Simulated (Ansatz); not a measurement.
The input, for Ansatz 0.2.0:

```yaml
crystal:
  periodic: [false, false, false]
  atoms:
    - {symbol: Br, position_ang: [0.000000, 0.000000, -1.498000]}
    - {symbol: H, position_ang: [0.000000, 0.000000, 0.178000]}
    - {symbol: N, position_ang: [0.000000, 0.000000, 1.320000]}
basis:
  gaussian: {orbitals: cc-pVDZ}
magnetization: {spin_polarized: true, initial_magnetization: 3}
correlation: {method: ccsd_t, electrons: outside_noble_gas}
output: {forces: true}
```

```sh
$ ansatz run in.yaml --threads 1 --pin off --events-out ev --progress --plain --max-ram 4096MiB --backend cpu
```

The program prints:

```
497 factors; integrals over basis functions are off by at most 1.4e-3 eV
mean field evaluation 1: about -71491.6850 eV, gradient 1.0e1 eV
mean field evaluation 2: about -71491.6954 eV, gradient 1.0e1 eV
mean field evaluation 4: about -71492.7557 eV, gradient 1.9e0 eV
mean field evaluation 8: about -71492.8278 eV, gradient 1.9e-1 eV
mean field evaluation 16: about -71492.5663 eV, gradient 4.1e0 eV
mean field evaluation 32: about -71488.7508 eV, gradient 1.2e-3 eV
mean field evaluation 64: about -71491.5212 eV, gradient 1.9e-6 eV
mean field evaluation 96: about -71486.6791 eV, gradient 1.0e1 eV
mean field evaluation 128: about -71480.7399 eV, gradient 6.4e-1 eV
mean field evaluation 160: about -71491.5212 eV, gradient 3.4e-2 eV
mean field evaluation 192: about -71491.5212 eV, gradient 4.0e-4 eV
mean field evaluation 224: about -71491.0187 eV, gradient 7.5e0 eV
mean field evaluation 256: about -71491.5212 eV, gradient 3.0e-6 eV
mean field -71492.82947371 eV, -2627.3130235785 hartree, gradient 3.9e-6 eV, S^2 3.803323; 6 other end points of the search recorded, 0 dependent functions left out
determinant -71492.82947371 eV, -2627.3130235785 hartree, with singles and doubles -71499.47869672 eV, -2627.5573780170 hartree
determinant -71491.52119566 eV, -2627.2649452468 hartree, with singles and doubles -71498.06150496 eV, -2627.5052971804 hartree
determinant -71488.75076586 eV, -2627.1631338298 hartree, with singles and doubles -71495.35228997 eV, -2627.4057353660 hartree
15 core orbitals not correlated: weight in the atoms' cores, before any rotation towards them, 1.000 or more for the frozen orbitals, at most 0.000 for the correlated occupied ones
reference -71492.82947371 eV, -2627.3130235785 hartree; 8, 5 occupied and 23, 26 virtual orbitals, 497 factors
second order -5.75414302 eV of doubles, -0.00000000 eV of singles
cycle   1  -6.64948413 eV  change   -2.6e-4 eV  update   1.1e-3
cycle   2  -6.64979515 eV  change   -3.1e-4 eV  update   8.0e-4
cycle   3  -6.64966011 eV  change    1.4e-4 eV  update   3.1e-4
cycle   4  -6.64977062 eV  change   -1.1e-4 eV  update   8.7e-5
cycle   5  -6.64988706 eV  change   -1.2e-4 eV  update   3.0e-5
cycle   6  -6.64991477 eV  change   -2.8e-5 eV  update   1.3e-5
cycle   7  -6.64990246 eV  change    1.2e-5 eV  update   6.6e-6
cycle   8  -6.64989551 eV  change    6.9e-6 eV  update   2.8e-6
cycle   9  -6.64989585 eV  change   -3.4e-7 eV  update   1.0e-6
cycle  10  -6.64989615 eV  change   -3.0e-7 eV  update   2.9e-7
perturbative correction -0.12198586 eV, -0.0044828978 hartree
the calculation of the forces begins
Total energy: -71499.60135572 eV, -2627.5618856524 hartree
Atom 0 at     0.000000     0.000000    -1.498000 Å, force    -0.000000     0.000000    -0.468842 eV/Å
Atom 1 at     0.000000     0.000000     0.178000 Å, force    -0.000000     0.000000    -0.773039 eV/Å
Atom 2 at     0.000000     0.000000     1.320000 Å, force     0.000000    -0.000000     1.241882 eV/Å
Dipole moment:     0.000000    -0.000000     0.172732 e Å
```

Forces (eV/Å):
```
Br   0.000  0.000 -0.469
H    0.000  0.000 -0.773
N    0.000  0.000  1.242
```

Ran on 1 thread of AMD EPYC 7R13, shared host: 6.5 s wall, 0.2 GiB peak host memory.
